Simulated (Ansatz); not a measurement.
Reactions of C2H3ClF2O (`FCOC(F)Cl`).

Gas-phase electronic energies from Ansatz, PBE0-D4/def2-TZVP geometries. CCSD(T)/CBS is the MP2 limit (def2-TZVPP, def2-QZVPP) plus CCSD(T) − MP2 in def2-TZVPP, frozen cores. This one scheme is used for every species, atoms too. Open shells (•) are unrestricted, without spin–orbit coupling. Spin–orbit coupling would lower the free atoms: a little for Cl. Each species was taken in one conformer, which may not be the lowest.

Q: Order these by ΔE at CCSD(T)/CBS, lowest first. (Best estimate.)
A. `FCOC(F)Cl` + H–F → `FC(F)Cl` + `OCF`
B. `FCOC(F)Cl` + CH₄ → `CC(Cl)OCF` + H–F
C. `FCOC(F)Cl` + `N=CO` → `N=COCF` + `OC(F)Cl`
D. `FCOC(F)Cl` + H–F → `FCOC(F)F` + HCl
E. `FCOC(F)Cl` → `F[CH]OCF`• + Cl•
F. `FCOC(F)Cl` + H₂ → `FCOCF` + HCl
G. `FCOC(F)Cl` + H₂ → `FCCl` + `OCF`
H. `FCOC(F)Cl` → `[CH]F` + `OC(F)Cl`

A: F (-19.4 kcal/mol), G (-15.6 kcal/mol), B (-10.4 kcal/mol), D (-5.2 kcal/mol), A (+2.0 kcal/mol), C (+4.7 kcal/mol), H (+82.0 kcal/mol), E (+87.2 kcal/mol).

Largest T1 diagnostic: 0.018, for `[CH]F`.
